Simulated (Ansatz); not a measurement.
**Structural energy differences of sodium**

Method: DFT, r2SCAN, plane waves (500 eV) with PAW, scalar-relativistic in Ansatz. (PAW data from PBE, frozen cores regenerated.)

Each structure is relaxed within its own symmetry, so a high-lying one may be dynamically unstable.

```csv
structure,ΔE (meV/atom),V (Å³/atom),cell,magnetic state
hcp,-1,37.71,"a = 3.764 Å, c = 6.147 Å (c/a = 1.633)",spin not included
bcc,0,37.71,a = 4.225 Å,spin not included
fcc,0,37.71,a = 5.323 Å,spin not included
dhcp,1,37.71,"a = 3.764 Å, c = 12.293 Å (c/a = 3.266)",spin not included
omega (AlB2-type),12,37.96,"a = 6.060 Å, c = 3.580 Å (c/a = 0.591)",spin not included
A15,14,37.71,a = 6.707 Å,spin not included
simple cubic,126,39.94,a = 3.418 Å,spin not included
diamond,388,55.52,a = 7.630 Å,spin not included
```

ΔE counts from bcc.

Differences under about 8 meV lie within the error of the k-point mesh.
